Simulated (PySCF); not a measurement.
Oscillator strengths, rates and cross-sections

Compound: CH2PH, CH3P.
SMILES: `C=P`

Theory: TDDFT wB97X-D/def2-SVPD, vertical, gas phase, core orbitals frozen in the response in PySCF 2.14.0, density-fitted response routines. Geometry: GFN2-xTB; no solvent, vibrations or thermal averaging.

Computed singlets with f of 0.002 or more:

| state | ν̃ (cm⁻¹) | f |
| --- | --- | --- |
| S1 | 38220 | 0.0098 |
| S2 | 47380 | 0.217 |
| S3 | 56070 | 0.023 |
| S4 | 57080 | 0.0098 |
| S5 | 62320 | 0.137 |
| S6 | 68100 | 0.065 |
| S7 | 69460 | 0.160 |
| S8 | 70760 | 0.096 |

Task: Turn these into Einstein A coefficients, radiative lifetimes, transition dipoles and integrated cross-sections.

Result: Relations used (vacuum, state to state): A = 0.6670 f ν̃² s⁻¹ (ν̃ in cm⁻¹); τ = 1/A; f = (2/3) ΔE |μ|² in atomic units; ∫σ dE = 109.76 f Mb·eV.

| state | A (s⁻¹) | τ | \|μ\| (D) | ∫σ dE (Mb·eV) |
| --- | --- | --- | --- | --- |
| S1 | 9.5×10⁶ | 100 ns | 0.74 | 1.1 |
| S2 | 3.2×10⁸ | 3.1 ns | 3.12 | 24 |
| S3 | 4.7×10⁷ | 21 ns | 0.93 | 2.5 |
| S4 | 2.1×10⁷ | 47 ns | 0.60 | 1.1 |
| S5 | 3.5×10⁸ | 2.8 ns | 2.16 | 15 |
| S6 | 2.0×10⁸ | 4.9 ns | 1.43 | 7.2 |
| S7 | 5.2×10⁸ | 1.9 ns | 2.22 | 18 |
| S8 | 3.2×10⁸ | 3.1 ns | 1.70 | 11 |

Leading configurations: S1 H-1→L (99%); S2 H→L (94%); S3 H→L+1 (51%); S4 H-2→L (56%); S5 H-1→L+1 (91%); S6 H→L+2 (74%); S7 H-1→L+2 (74%); S8 H→L+3 (77%) (H = HOMO, L = LUMO).

These lifetimes count emission to the ground state at the vertical energy alone; relaxation of the geometry and all other decay channels are left out.

Task: By what factor does the largest A in the list exceed the smallest?

Result: S7 has 54 times the rate of S1.

Task: Suppose S1 emitted 0.3 eV lower with the same transition dipole. How would A change?

Result: At fixed |μ|, A goes as the cube of the energy: (4.44/4.74)³ = 0.82, which makes τ about 130 ns.

Task: How much energy does a mole of photons resonant with S7 carry?

Result: 8.612 eV × 96.485 = 831 kJ/mol (199 kcal/mol).
